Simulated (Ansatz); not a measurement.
System: bcc Ta. Method: HSE06 in Ansatz (PAW).

Numerical settings: plane-wave cutoff 500 eV, 10×10×10 k mesh, Fermi–Dirac smearing 0.1 eV, scalar-relativistic PAW data made under PBE.

Computed at the level's own relaxed cell.

Task: Estimate the volume per atom and lattice constant a that the calculation returns.

Result: 
- volume per atom = 18.15 Å³/atom
- lattice constant a = 3.311 Å

Measured, for comparison: equilibrium volume per atom 17.95 Å³/atom, lattice constant a 3.299 Å (static lattice: zero-point anharmonic expansion removed; as tabulated in Mejia-Rodriguez and Trickey (2018), arXiv:1807.09216). Computed (rounded) less measured: equilibrium volume per atom +1.1 %, lattice constant a +0.4 %.

Note: exact exchange on metals is sensitive to the k mesh and can open a false gap; the run warned that the count of filled bands differs between k points.

Spin–orbit coupling is not included.

Ansatz is a quantum-chemistry and plane-wave program.
